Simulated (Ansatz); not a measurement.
# BH4O2: the cost of one run

All numbers below are computed with Ansatz 0.2.0 (UKS PBE-D4/def2-SVP).

## (1) The structure to begin with

Bond lengths: B1–O3 1.410 Å, O3–H4 1.010 Å, B1–O5 1.410 Å, O5–H6 1.010 Å. Angles: B1–O3–H4 109.5°, O3–B1–O5 120.0°, B1–O5–H6 109.5°.

Structure file:

```xyz
7

B     0.0000    0.0000    0.0000
H     0.0000    0.0000    1.4400
O     1.2211    0.0000   -0.7050
H     1.5209   -0.9519   -0.8599
O    -1.2211    0.0000   -0.7050
H    -1.7308   -0.8467   -0.4965
H     0.0000    0.0000    2.4000
```

## (2) A restrained relaxation towards end A

Springs on the bonds that form and break draw the guess towards this end; the thresholds are loose.

Input file input.yaml:

```yaml
crystal:
  periodic: [false, false, false]
  atoms:
    - { symbol: B, position_ang: [0.0, 0.0, 0.0] }
    - { symbol: H, position_ang: [0.0, 0.0, 1.44] }
    - { symbol: O, position_ang: [1.2211, 0.0, -0.705] }
    - { symbol: H, position_ang: [1.5209, -0.9519, -0.8599] }
    - { symbol: O, position_ang: [-1.2211, 0.0, -0.705] }
    - { symbol: H, position_ang: [-1.7308, -0.8467, -0.4965] }
    - { symbol: H, position_ang: [0.0, 0.0, 2.4] }
magnetization:
  spin_polarized: true
  initial_magnetization: 1
basis:
  gaussian: { orbitals: def2-SVP }
hamiltonian:
  xc: pbe
  dispersion: d4
relax:
  f_tol: 0.15
  max_steps: 25
  restrain:
    - { distance: [1, 6], at: 1.86, k: 30.0 }
    - { distance: [0, 1], at: 1.19, k: 30.0 }
```

Run with:

```sh
> ansatz run input.yaml --threads 1 --pin off --max-ram 2048MiB --backend cpu --events-out ev --progress --plain --runs-dir out
```

What time and memory should one allow on 1 thread of Arm Neoverse V2, shared host?

About 19 s, with a peak of 0.11 GiB.
